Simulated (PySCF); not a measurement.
Cartesian coordinates (Å):
SMILES: [NH2]
```xyz
3

N     -0.0013     0.4256     0.0000
H     -0.8056    -0.2153     0.0000
H      0.8069    -0.2103     0.0000
```
Charge 0, spin multiplicity 2.

Task: What is the computed total energy, highest occupied spin orbital and dipole moment (PySCF 2.14.0 with TPSSh-D3(BJ)/def2-TZVP // B3LYP-D3(BJ)/def2-TZVP)?

Result: 
```yaml
total_energy: -55.9043 Ha
highest_occupied_spin_orbital: -7.83 eV
dipole_moment: 1.92 D
```
